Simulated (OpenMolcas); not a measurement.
# PH2 (SMILES [PH2]): UBMK/ANO-L-VDZP

Aim: the vertical doublet–quartet gap of PH2 at UBMK/ANO-L-VDZP, from 2 runs. 

The calculation is run with OpenMolcas 26.06.

**1. The molecule**

The species is PH2 (3 atoms), meant as a doublet with charge 0. As SMILES, `[PH2]`. The shape is that of a GFN2-xTB optimisation.

Bond lengths: P1–H2 1.392 Å, P1–H3 1.392 Å. Angles: H2–P1–H3 91.4°.

**2. A single-point energy at UBMK/ANO-L-VDZP**

geom.xyz reads:

```xyz
3

P      0.514470    -0.302750     0.252680
H      0.111510     1.027360     0.172420
H     -0.625980    -0.724620    -0.425100
```

job.inp reads:

```
* H2P Kohn-Sham DFT

&gateway
 coord = geom.xyz
 basis = ANO-L-VDZP
 group = NoSym

&seward

&scf
 uhf
 spin = 2
 ksdft = 2
 1.0 HYB_MGGA_X_BMK
 1.0 GGA_C_BMK
 prorbitals = 0
```

The run is started by

```
export MOLCAS_MEM=1860
pymolcas job.inp > job.log
```

Output:

```text
--- Start Module: gateway ---
[...]
--- Stop Module: gateway /rc=_RC_ALL_IS_WELL_ ---
--- Start Module: seward ---
[...]
      Basis functions           28
--- Stop Module: seward /rc=_RC_ALL_IS_WELL_ ---
--- Start Module: scf ---
[...]
       Convergence after   8 Iterations
[...]
::    Total KS-DFT energy                            -342.4139268745
[...]
      Total spin, S                                     0.5016423404
[...]
      Total electronic charge=   17.000000
      Total            charge=   -0.000000
[...]
      Dipole Moment (debye):
      Origin of the operator (angstrom)=    0.4673   -0.2750    0.2295
                   X= -5.0680E-01               Y=  2.9822E-01               Z= -2.4891E-01           Total=  6.3854E-01
      Quadrupole Moment (debye*angstrom):
[...]
--- Stop Module: scf /rc=_RC_ALL_IS_WELL_ ---
[...]
```

Run time: 3.3 s. Hardware: 1 thread of Arm Neoverse V1, shared host; peak memory 0.37 GiB.

**3. The quartet, same level**

geom.xyz is that of step 2.

job.input reads:

```
&GATEWAY
 Coord = geom.xyz
 Basis = ANO-L-VDZP
 Group = NoSym

&SEWARD

&SCF
 UHF
 Spin = 4
 KSDFT = 2
 1.0 HYB_MGGA_X_BMK
 1.0 GGA_C_BMK
 PrOrbitals = 0
```

The run is started by

```
export MOLCAS_MEM=1860
pymolcas job.input > job.log
```

Output:

```text
--- Start Module: gateway ---
[...]
--- Stop Module: gateway /rc=_RC_ALL_IS_WELL_ ---
--- Start Module: seward ---
[...]
      Basis functions           28
--- Stop Module: seward /rc=_RC_ALL_IS_WELL_ ---
--- Start Module: scf ---
[...]
       Convergence after  13 Iterations
[...]
::    Total KS-DFT energy                            -342.1710949270
[...]
      Total spin, S                                     1.5006707191
[...]
      Total electronic charge=   17.000000
      Total            charge=   -0.000000
[...]
      Dipole Moment (debye):
      Origin of the operator (angstrom)=    0.4673   -0.2750    0.2295
                   X= -4.6840E-01               Y=  2.7564E-01               Z= -2.3005E-01           Total=  5.9017E-01
      Quadrupole Moment (debye*angstrom):
[...]
--- Stop Module: scf /rc=_RC_ALL_IS_WELL_ ---
[...]
```

It took 3.9 s on 1 thread of Arm Neoverse V1, shared host; peak memory 0.37 GiB.

**4. What came out**

At UBMK/ANO-L-VDZP:

```
                                        quantity          value
                           doublet: total energy  -342.41393 Eh
                          doublet: dipole moment         0.64 D
     doublet: HOMO energy (highest over α and β)       -7.61 eV
      doublet: LUMO energy (lowest over α and β)       -2.73 eV
                                   doublet: ⟨S²⟩          0.753
                           quartet: total energy  -342.17109 Eh
                          quartet: dipole moment         0.59 D
     quartet: HOMO energy (highest over α and β)       -2.71 eV
                                   quartet: ⟨S²⟩          3.753
vertical energy of the quartet above the doublet       6.608 eV
```

This program's gradients are faulty for this kind of reference, so any forces in the log (quartet) can't be trusted; the energy can. This program's gradients are faulty for this kind of reference, so any forces in the log (doublet) can't be trusted; the energy can. At this shape the quartet lies 6.61 eV (152 kcal/mol) above the doublet. Mulliken charges (quartet) run from -0.06 on H2 to +0.11 on P1.
